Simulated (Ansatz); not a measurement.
**C2H6S: basis-set convergence**

How large a basis does C2H6S need? Two functionals are run in growing sets.

Method: one geometry, several basis sets; program: Ansatz 0.2.0, Gaussian basis.

The runs, in order: PBE0-D4/def2-SVP; ωB97M-V/def2-SVP; PBE0-D4/def2-QZVPP; ωB97M-V/def2-QZVPP; the functionals' def2-TZVPP values are taken from earlier runs.

## Step 1: The relaxed structure

All runs share one geometry, relaxed beforehand with PBE0-D4 in a triple-zeta def2 set.

SMILES `CCS`, 9 atoms, charge 0, spin multiplicity 1.

Atoms are counted from 1 here; the program's logs count them from 0.

Bond lengths: C1–C2 1.514 Å, C1–H4 1.091 Å, C1–H5 1.094 Å, C1–H6 1.093 Å, C2–S3 1.813 Å, C2–H7 1.093 Å, C2–H8 1.092 Å, S3–H9 1.343 Å. Angles: C2–C1–H4 111.0°, C2–C1–H5 110.6°, C2–C1–H6 111.0°, H4–C1–H5 108.5°, H4–C1–H6 107.8°, H5–C1–H6 107.8°, C1–C2–S3 114.1°, C1–C2–H7 110.8°, C1–C2–H8 111.5°, S3–C2–H7 104.0°, S3–C2–H8 109.0°, H7–C2–H8 106.9°, C2–S3–H9 96.8°.

## Step 2: PBE0-D4 in def2-SVP

Contents of in.yaml:

```yaml
crystal:
  periodic: [false, false, false]
  atoms:
    - {symbol: C, position_ang: [-0.671145, 0.347572, -0.584717]}
    - {symbol: C, position_ang: [0.649243, -0.226460, -0.116323]}
    - {symbol: S, position_ang: [0.547656, -1.138618, 1.446896]}
    - {symbol: H, position_ang: [-1.423904, -0.436144, -0.685078]}
    - {symbol: H, position_ang: [-0.552924, 0.841948, -1.553544]}
    - {symbol: H, position_ang: [-1.050715, 1.087285, 0.124054]}
    - {symbol: H, position_ang: [1.026432, -0.964111, -0.828822]}
    - {symbol: H, position_ang: [1.413186, 0.548149, -0.027798]}
    - {symbol: H, position_ang: [0.150572, -0.105921, 2.208033]}
basis:
  gaussian: {orbitals: def2-SVP}
hamiltonian: {xc: pbe0, dispersion: d4}
output: {orbitals: {seedname: orbitals}}
```

Command:

```sh
$ ansatz run in.yaml --threads 4 --pin off --events-out ev --progress --plain --max-ram 10444MiB
```

The runs that follow: ωB97M-V in def2-SVP; PBE0-D4 in def2-QZVPP; ωB97M-V in def2-QZVPP.

Before running them: what should the planned runs give, taken together? Wanted: PBE0-D4: double and triple zeta above quadruple; ωB97M-V: double and triple zeta above quadruple.

As calculated:

| quantity | value |
| --- | --- |
| PBE0-D4: double and triple zeta above quadruple | 6.66, 0.47 eV |
| ωB97M-V: double and triple zeta above quadruple | 6.80, 0.45 eV |

For PBE0-D4 the step from double to triple zeta gains 6.19 eV and the next only 0.47 eV. These are total energies; as a rule much of such shifts cancels in differences, which this series doesn't test. The LUMO of ωB97M-V is positive and keeps falling with the basis (3.00 to 1.68 eV): an unbound level that the basis holds in place.
